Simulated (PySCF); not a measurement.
BF3, charge -1, multiplicity 2. Atoms are numbered in the order given.

```xyz
4

B      0.0000     0.0000    -0.3874
F      1.1598     0.6696     0.0717
F      0.0000    -1.3392     0.0717
F     -1.1598     0.6696     0.0717
```
Charge -1, spin multiplicity 2.

Geometry: ωB97X-D3(BJ)/def2-SVPD. The multiplicity is an assumed one; other spin states were not compared. The isomer is the one that the SMILES or the coordinates give; other isomers of the formula were not compared.

Calculation: ωB97X-D3(BJ)/def2-SVPD run with PySCF.

Harmonic, unscaled wavenumbers; measured fundamentals usually lie a few per cent lower.

Modes within 1.5 cm⁻¹ of each other (mostly degenerate sets) share a row, with their intensities summed.

```
mode  ν (cm⁻¹)  IR (km/mol)  moving atoms (share of kinetic energy)
----  --------  -----------  --------------------------------------
1–2        402          0.7                                  F 94 %
3          583          6.4                          F 77 %, B 23 %
4          850        127.7                          B 61 %, F 39 %
5–6       1023        538.4                          B 75 %, F 25 %
```
